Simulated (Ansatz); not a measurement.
MgS₂⁻. Total charge -1; doublet. Geometry PBE0-D4/def2-TZVPD, basis def2-TZVPD, Ansatz.

Cartesian coordinates in Å:
```
Mg -0.787 -0.796 -0.822
S 0.142 -0.229 1.259
S 0.645 1.025 -0.437
```

```
run  HOMO (eV)  LUMO (eV)
  A      -0.61       1.64
  B      -1.70       2.36
  C       0.36       1.35
  D       0.67       1.22
  E      -0.51       1.84
  F      -2.95       3.36
```

LC-ωPBE has ω = 0.4 bohr⁻¹. The structure comes from a short search, and lower isomers may exist.

HOMO and LUMO are taken over both spins.

Question: The runs used BLYP, CAM-B3LYP, LC-ωPBE, PBE0, r2SCAN, r2SCAN0. Estimate which is which.

Answer: A r2SCAN0 (25 % exact exchange); B CAM-B3LYP (range-separated); C r2SCAN (0 % exact exchange); D BLYP (0 % exact exchange); E PBE0 (25 % exact exchange); F LC-ωPBE (range-separated). Exact exchange lowers occupied and raises empty levels; among semilocal functionals meta-GGAs tend to open the gap a little, and such runs are hard to tell apart. The gap grows from 0.56 eV (BLYP) to 6.32 eV (LC-ωPBE). At r2SCAN-D4/def2-TZVPD, BLYP-D4/def2-TZVPD the highest occupied level of the charge -1 doublet lies above zero (up to 0.67 eV). By energy differences its removal costs 2.33 eV (vertical, to the charge 0 triplet, at PBE0-D4/def2-TZVPD).
